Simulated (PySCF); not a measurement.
# NaH at PBE0

Computed with PBE0; Na aug-cc-pVDZ, H aug-cc-pVDZ; no relativity (PySCF 2.14).

```json
{
  "state": "¹Σ⁺ (singlet), closed shell",
  "bond length": "1.888 Å",
  "harmonic wavenumber": "1168 cm⁻¹",
  "force constant": "0.776 mdyn/Å",
  "rotational constant Be": "4.897 cm⁻¹",
  "anharmonicity ωexe": "20.8 cm⁻¹",
  "vibration–rotation constant αe": "0.138 cm⁻¹",
  "well depth De to Na + H": "168 kJ/mol",
  "dissociation energy D0": "161 kJ/mol",
  "HOMO–LUMO gap": "3.77 eV",
  "bond order (Mayer)": "0.66",
  "dipole moment (positive dipole means Na(−)H(+))": "-6.25 D"
}
```
